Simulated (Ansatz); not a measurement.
# How the c axis length of Se (model structure, started from the graphite type, P6₃/mmc, No. 194, 4 atoms in the cell) moves with the method

No measured value is used here.

| level (code) | value (Å) |
|---|---|
| PBE (Ansatz) | 5.444 |
| PBEsol (Ansatz) | 5.309 |
| PBE-D3(BJ) (Ansatz) | 5.339 |

Ansatz's density-functional and Hartree–Fock values are scalar-relativistic unless marked +SOC, with PAW data made under PBE.

A model structure was made by putting elements into a prototype or built by hand; it is no filed structure, need not be a known phase, and can be a saddle point held by its symmetry.

Ansatz is an electronic-structure program.
